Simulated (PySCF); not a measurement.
# Molecular orbitals of LiH⁺

LDA at R = 2.272 Å; PySCF, no relativity, basis sets Li def2-TZVP, H def2-TZVP. State: ²Σ⁺ (doublet), unpaired electrons σ ↑. Only the outer orbitals are listed, counted within each symmetry.

| spin | orbital | occ. | ε (eV) | on Li (%) | main shells (%) |
| --- | --- | --- | --- | --- | --- |
| α | 1σ | 1 | -59.24 | 100 | 100 Li s |
| α | 2σ | 1 | -13.86 | 10 | 90 H s |
| α | 3σ | 0 | -6.70 | 99 | 100 Li s |
| α | 1π | 0 | -5.15 | 100 | 100 Li p |
| α | 1π | 0 | -5.15 | 100 | 100 Li p |
| β | 1σ | 1 | -59.22 | 100 | 100 Li s |
| β | 2σ | 0 | -9.50 | 35 | 64 H s, 23 Li s, 12 Li p |
| β | 3σ | 0 | -6.10 | 89 | 76 Li s, 13 Li p, 11 H s |
| β | 1π | 0 | -4.92 | 100 | 100 Li p |

**Question.** Which are the highest filled and the lowest empty level, where do they sit, and how wide is the gap?

**Answer.** Highest filled α 2σ at -13.86 eV (in %: 90 H s); lowest empty β 2σ at -9.50 eV (in %: 64 H s, 23 Li s, 12 Li p); the gap at LDA is 4.36 eV.

```json
{
 "bond order (Mayer)": "0.18",
 "⟨S²⟩": "0.750",
 "charge on Li (Mulliken, basis-dependent)": "0.90",
 "charge on Li (Löwdin, basis-dependent)": "0.85",
 "dipole moment (positive dipole points towards H; it is taken about the centre of mass and depends on that origin)": "-0.79 D",
 "polarisability along the bond": "6.9 bohr³",
 "polarisability across the bond": "2.3 bohr³"
}
```

The state is the lowest determinant that a PBE0 search found; another state may lie lower at other levels.
